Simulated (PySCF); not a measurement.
Geometries of 2 isomers of C2H2S, from PBE0-D3(BJ)/def2-SVP geometry optimisation, gas phase (PySCF 2.14.0). One conformer each, no zero-point energy, no frequencies.

Question: Which is lower in electronic energy at this level?
A.
```xyz
5
angstrom
C     -0.599   -0.044    0.003
C      0.711    0.002   -0.030
S      2.269    0.058   -0.068
H     -1.184    0.874    0.107
H     -1.123   -1.001   -0.074
```
B.
```xyz
5
angstrom
C      1.251    0.172   -0.186
C      0.038    0.203   -0.206
S     -1.642    0.378   -0.214
H      2.325    0.142   -0.163
H     -1.939   -0.929   -0.406
```

Answer: A. That is thioketene (`C=C=S`), 20.8 kcal/mol below the other.

```tsv
SMILES	atoms numbered as above	E (Eh)	relative (kcal/mol)	relative (kJ/mol)	dipole (D)
C=C=S	[CH2:1]=[C:2]=[S:3]	-475.13814	0.0	0.0	1.08
C#CS	[CH:1]#[C:2][SH:3]	-475.10504	20.8	86.9	1.00
```

As drawn, the lower has cumulated double bonds, a C=S bond and a C=C bond outside aromatic rings, which the higher lacks; the higher has a C≡C bond and an S–H bond, which the lower lacks.
